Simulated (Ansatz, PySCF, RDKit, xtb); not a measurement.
# C3H2ClFO: ranking a sample of isomers

Which of a sample of isomers of C3H2ClFO is the most stable in the gas at 298.15 K, and what are its properties? The sample is small against all isomers, and the most stable one of this formula need not be in it.

Plan: many cheap relaxations first (GFN2-xTB), then density-functional screening, relaxation at PBE-D3(BJ)/def2-SVP, vibrations and a final energy. The numbers are computed, not measured.

## 1. Possible bonding patterns

Isomers were taken from a list of plausible structures; this is a sample, not all of them. That gives 7 candidates.

| label | SMILES | spin |
| --- | --- | --- |
| c176 | O=C/C(Cl)=C\F | singlet |
| c255 | F[C@@H]1C=C(Cl)O1 | singlet |
| c306 | O=C(Cl)/C=C/F | singlet |
| c504 | O=C=C[C@H](F)Cl | singlet |
| c566 | C=C(F)C(=O)Cl | singlet |
| c908 | O=C=C(Cl)CF | singlet |
| c963 | FC1=C(Cl)CO1 | singlet |

Candidates are built by distance geometry, with a force field where one applies, in up to four conformers (letters a to d).

Q: Predict the outcome of this search (final energies at CCSD(T)/def2-SVP + MP2/def2-TZVPP - MP2/def2-SVP).

| quantity | value |
| --- | --- |
| lowest structure found | O=C(Cl)/C=C/F, singlet, Cs |
| next finalist | C=C(F)C(=O)Cl, singlet, 2.3 kcal/mol higher in G |
| share at equilibrium, among the finalists | 98.1 % |
| harmonic wavenumbers, lowest and highest (PBE-D3(BJ)/def2-SVP) | 97 and 3168 cm⁻¹ |
| rotational constants, same geometry | 0.2489, 0.04418, 0.03752 cm⁻¹ |
| dipole moment (PBE0/def2-TZVPD) | 2.21 D |
| HOMO energy (PBE0/def2-TZVPD) | -8.75 eV |
| LUMO energy (PBE0/def2-TZVPD) | -2.52 eV |
| HOMO–LUMO gap (PBE0/def2-TZVPD) | 6.23 eV |
| lowest excitation (TD-PBE0/def2-SVPD) | 4.45 eV (f = 0.000) |
| strongest of the states computed, same level | 5.77 eV (f = 0.356) |
| lowest triplet excitation, same level, Tamm-Dancoff | 3.45 eV |
| vertical ionisation energy | 10.81 eV |
| vertical electron affinity | 0.59 eV |
| vertical triplet less singlet | +3.45 eV |

`O=C(Cl)/C=C/F` comes out lowest. The margin, 2.3 kcal/mol, is modest. GFN2-xTB, HF/STO-3G, r2SCAN-D4/def2-SVP, PBE-D3(BJ)/def2-SVP, HF/def2-SVP and MP2/def2-SVP already put its bonding pattern lowest among the structures in one piece. The search is not exhaustive (a finite list of starts, one conformer a finalist), so a lower isomer can't be ruled out. Only 7 drawn patterns were tried, so whole families of isomers are missing, and the result ranks this sample alone. The lowest isomer need not be the one that is made and kept in a bottle, which depends on barriers.
